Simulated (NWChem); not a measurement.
Everything below was run with NWChem. System: water (H₂O), charge 0, spin multiplicity 1, at a geometry optimised with PBE/def2-SVP. Level: RI-MP2/cc-pVQZ, 1 core orbitals frozen.

Output (cleaned and shortened):

```
             Northwest Computational Chemistry Package (NWChem) 7.3.0
             --------------------------------------------------------

                                NWChem Input Module
                                -------------------

 Scaling coordinates for geometry "geometry" by  1.889725989
 (inverse scale =  0.529177249)

 Turning off AUTOSYM since
 SYMMETRY directive was detected!

                             Geometry "geometry" -> ""
                             -------------------------

 Output coordinates in angstroms (scale by  1.889725989 to convert to a.u.)

  No.       Tag          Charge          X              Y              Z
 ---- ---------------- ---------- -------------- -------------- --------------
    1 O                    8.0000     0.00000000     0.00000000     0.12262300
    2 H                    1.0000     0.75768800     0.00000000    -0.49049300
    3 H                    1.0000    -0.75768800     0.00000000    -0.49049300

 Effective nuclear repulsion energy (a.u.)       9.0359850017

            Nuclear Dipole moment (a.u.)
            ----------------------------
        X                 Y               Z
 ---------------- ---------------- ----------------
     0.0000000000     0.0000000000    -0.0000037795

      Symmetry information
      --------------------

 Group name             C2v
 Group number             16
 Group order               4
 No. of unique centers     2

      Symmetry unique atoms

     1    2


 Summary of "ao basis" -> "" (spherical)
 ------------------------------------------------------------------------------
       Tag                 Description            Shells   Functions and Types
 ---------------- ------------------------------  ------  ---------------------
 *                          cc-pvqz                   on all atoms

 Summary of "ri-mp2 basis" -> "" (spherical)
 ------------------------------------------------------------------------------
       Tag                 Description            Shells   Functions and Types
 ---------------- ------------------------------  ------  ---------------------
 *                         cc-pvqz-ri                 on all atoms

 Summary of "ao basis" -> "ao basis" (spherical)
 ------------------------------------------------------------------------------
       Tag                 Description            Shells   Functions and Types
 ---------------- ------------------------------  ------  ---------------------
 O                          cc-pvqz                 15       55   5s4p3d2f1g
 H                          cc-pvqz                 10       30   4s3p2d1f

                                 NWChem SCF Module
                                 -----------------

  ao basis        = "ao basis"
  functions       =   115
  atoms           =     3
  closed shells   =     5
  open shells     =     0
  charge          =   0.00
  wavefunction    = RHF
  use symmetry    = T
  symmetry adapt  = T

 Summary of "ao basis" -> "ao basis" (spherical)
 ------------------------------------------------------------------------------
       Tag                 Description            Shells   Functions and Types
 ---------------- ------------------------------  ------  ---------------------
 O                          cc-pvqz                 15       55   5s4p3d2f1g
 H                          cc-pvqz                 10       30   4s3p2d1f

      Symmetry analysis of basis
      --------------------------

        a1         42
        a2         17
        b1         33
        b2         23

 Forming initial guess at       0.4s

      Superposition of Atomic Density Guess
      -------------------------------------

 Sum of atomic energies:         -75.78548710

      Non-variational initial energy
      ------------------------------

 Total energy =     -75.919020
 1-e energy   =    -121.500078
 2-e energy   =      36.545073
 HOMO         =      -0.474750
 LUMO         =       0.049630

      Symmetry analysis of molecular orbitals - initial
      -------------------------------------------------

  Numbering of irreducible representations:

     1 a1          2 a2          3 b1          4 b2

  Orbital symmetries:

     1 a1          2 a1          3 b1          4 a1          5 b2
[...]
              MO Center= -1.5D-14, -3.2D-16,  8.5D-02, r^2= 6.5D-01
   Bfn.  Coefficient  Atom+Function         Bfn.  Coefficient  Atom+Function
  ----- ------------  ---------------      ----- ------------  ---------------
    13      0.407696  1 O  py                10      0.326846  1 O  py
    16      0.288281  1 O  py                 7      0.177975  1 O  py

 Vector    6  Occ=0.000000D+00  E= 1.151587D-01  Symmetry=a1
              MO Center= -2.1D-16,  4.6D-16, -6.8D-01, r^2= 4.3D+00
   Bfn.  Coefficient  Atom+Function         Bfn.  Coefficient  Atom+Function
  ----- ------------  ---------------      ----- ------------  ---------------
     5      1.793575  1 O  s                 59     -0.969301  2 H  s
    89     -0.969301  3 H  s                 17     -0.445339  1 O  pz
    58     -0.268900  2 H  s                 88     -0.268900  3 H  s
    14     -0.193396  1 O  pz

 Vector    7  Occ=0.000000D+00  E= 1.704876D-01  Symmetry=b1
              MO Center=  7.6D-16, -4.2D-30, -7.8D-01, r^2= 5.5D+00
   Bfn.  Coefficient  Atom+Function         Bfn.  Coefficient  Atom+Function
  ----- ------------  ---------------      ----- ------------  ---------------
    59      2.061015  2 H  s                 89     -2.061015  3 H  s
    15     -1.016639  1 O  px                58      0.270995  2 H  s
    88     -0.270995  3 H  s                 66     -0.233840  2 H  px
    96     -0.233840  3 H  px                12     -0.193636  1 O  px
    68      0.178067  2 H  pz                98     -0.178067  3 H  pz

 Vector    8  Occ=0.000000D+00  E= 4.417035D-01  Symmetry=b1
              MO Center= -1.4D-16,  7.4D-30,  1.2D-01, r^2= 2.8D+00
   Bfn.  Coefficient  Atom+Function         Bfn.  Coefficient  Atom+Function
  ----- ------------  ---------------      ----- ------------  ---------------
    58      2.825492  2 H  s                 88     -2.825492  3 H  s
    15     -2.098637  1 O  px                12     -0.958580  1 O  px
    31     -0.585636  1 O  d  1              59     -0.443955  2 H  s
    89      0.443955  3 H  s                 66     -0.346429  2 H  px
    96     -0.346429  3 H  px                57      0.272968  2 H  s

 center of mass
 --------------
 x =   0.00000000 y =   0.00000000 z =   0.10205689

 moments of inertia (a.u.)
 ------------------
           2.402993953979           0.000000000000           0.000000000000
           0.000000000000           6.535310789581           0.000000000000
           0.000000000000           0.000000000000           4.132316835602

  Mulliken analysis of the total density
  --------------------------------------

    Atom       Charge   Shell Charges
 -----------   ------   -------------------------------------------------------
    1 O    8     8.54   1.98 -0.02  0.40  0.99  0.44  0.46  1.38  1.97  0.91  0.00  0.01  0.02  0.00  0.00  0.00
    2 H    1     0.73   0.06  0.28  0.27  0.02  0.01  0.03  0.05  0.00  0.01  0.00
    3 H    1     0.73   0.06  0.28  0.27  0.02  0.01  0.03  0.05  0.00  0.01  0.00

       Multipole analysis of the density wrt the origin
       ------------------------------------------------

     L   x y z        total         open         nuclear
     -   - - -        -----         ----         -------
     0   0 0 0     -0.000000      0.000000     10.000000

     1   1 0 0      0.000000      0.000000      0.000000
     1   0 1 0      0.000000      0.000000      0.000000
     1   0 0 1     -0.810989      0.000000     -0.000004

     2   2 0 0     -3.172396      0.000000      4.100233
     2   1 1 0     -0.000000      0.000000      0.000000
     2   1 0 1      0.000000      0.000000      0.000000
     2   0 2 0     -5.538501      0.000000      0.000000
     2   0 1 1      0.000000      0.000000      0.000000
     2   0 0 2     -4.518245      0.000000      2.147845

                               NWChem RI-MP2 Module
                               --------------------

 Summary of "ri-mp2 basis" -> "ri-mp2 basis" (spherical)
 ------------------------------------------------------------------------------
       Tag                 Description            Shells   Functions and Types
 ---------------- ------------------------------  ------  ---------------------
 O                         cc-pvqz-ri               30      132   8s7p6d5f3g1h
 H                         cc-pvqz-ri               15       55   5s4p3d2f1g

 SCF Reference Information:
            File: './mol.movecs'
           Title: ''
    Size (AOxMO):    115 x    115
       Total Occ:              10.00
 RI-MP2 Calculation Information:
          Nr. of AO basis functions:        115
     Nr. of fitting basis functions:        242
               Nr. of MO spin cases:          1
        Nr. of MOs to be correlated:        114
     Nr. of occupied MOs correlated:          4
      Nr. of virtual MOs correlated:        110

          RI integral approximation: 'V'
    Threshold for Schwarz screening:  1.000E-09
 Smallest eigenvalue retained in fit  1.000E-08
    Type of storage for MO integrals 'EAF library'

 Transformation block size    4, requiring     1 integral passes.
 XForm_3cInts: Completed     1:    4 pass.
 Energy evaluation using block sizes     4    4
 RIMP2_V_E2: Approx. ints. done (    1:    4,    1:    4)
 RIMP2_V_E2: Copy to B done (    1:    4,    1:    4)
 RIMP2_V_E2: Denominators done (    1:    4,    1:    4)
 RIMP2_V_E2: Completed block (    1:    4,    1:    4)

          -------------------------------------------
          SCF energy                 -76.062793433183
          Correlation energy          -0.284268474272
          Total MP2 energy           -76.347061907455
          -------------------------------------------

 -----------------------
 Performance information
 -----------------------

 Timer overhead =  2.20D-07 seconds/call

               Nr. of calls         CPU time (s)                 Wall time (s)                GFlops
             ---------------    -------------------     ------------------------------   -------------------
Name         Min   Avg   Max    Min     Avg     Max     Min     Avg     Max   Mx/calls   Min     Max     Sum
Overall       1     1     1    8.6     8.6     8.6      8.6     8.6     8.6     8.6      0.0     0.0     0.0
3c integr     1     1     1    1.4     1.4     1.4      1.4     1.4     1.4     1.4      0.0     0.0     0.0
Energy        1     1     1   7.68E-2 7.68E-2 7.68E-2  7.68E-2 7.68E-2 7.68E-2 7.68E-2   0.0     0.0     0.0
3c integr     1     1     1    1.4     1.4     1.4      1.4     1.4     1.4     1.4      0.0     0.0     0.0
First 2/3     3     3     3   8.43E-3 8.43E-3 8.43E-3  8.43E-3 8.43E-3 8.43E-3 2.81E-3   0.0     0.0     0.0
Final 1/3     1     1     1   5.03E-3 5.03E-3 5.03E-3  5.03E-3 5.03E-3 5.03E-3 5.03E-3   0.0     0.0     0.0
Write 3c      1     1     1   7.51E-4 7.51E-4 7.51E-4  7.52E-4 7.52E-4 7.52E-4 7.52E-4   0.0     0.0     0.0
Read 3c i     1     1     1   6.21E-4 6.21E-4 6.21E-4  6.21E-4 6.21E-4 6.21E-4 6.21E-4   0.0     0.0     0.0
Fitting b     1     1     1   8.37E-2 8.37E-2 8.37E-2  8.37E-2 8.37E-2 8.37E-2 8.37E-2   0.0     0.0     0.0
Schwarz i     1     1     1   7.71E-2 7.71E-2 7.71E-2  7.71E-2 7.71E-2 7.71E-2 7.71E-2   0.0     0.0     0.0
Form 4ci      1     1     1   1.12E-2 1.12E-2 1.12E-2  1.12E-2 1.12E-2 1.12E-2 1.12E-2   0.0     0.0     0.0
Form A &      1     1     1   6.23E-2 6.23E-2 6.23E-2  6.23E-2 6.23E-2 6.23E-2 6.23E-2   0.0     0.0     0.0
Denominat     1     1     1   3.61E-4 3.61E-4 3.61E-4  3.61E-4 3.61E-4 3.61E-4 3.61E-4   0.0     0.0     0.0
Pair Ener     1     1     1   1.18E-3 1.18E-3 1.18E-3  1.18E-3 1.18E-3 1.18E-3 1.18E-3   0.0     0.0     0.0

 The average no. of pstat calls per process was 1.60D+01
 with a timing overhead of 3.51D-06s

 Task  times  cpu:        8.7s     wall:        8.7s

 Total times  cpu:        8.8s     wall:        8.8s
```

Task: Write an NWChem input that would produce this output.

Result: This is not unique; one that fits is 
```
start mol
memory heap 200 mb stack 800 mb global 1000 mb
geometry units angstroms nocenter noautoz
  O      0.000000     0.000000     0.122623
  H      0.757688     0.000000    -0.490493
  H     -0.757688     0.000000    -0.490493
  symmetry group C2v
end
basis spherical
  * library cc-pvqz
end
basis "ri-mp2 basis" spherical
  * library cc-pvqz-ri
end
scf
  rhf
  nopen 0
  maxiter 100
  thresh 1e-7
  semidirect memsize 60000000 filesize 0
end
mp2
  freeze core 1
end
task rimp2 energy
```
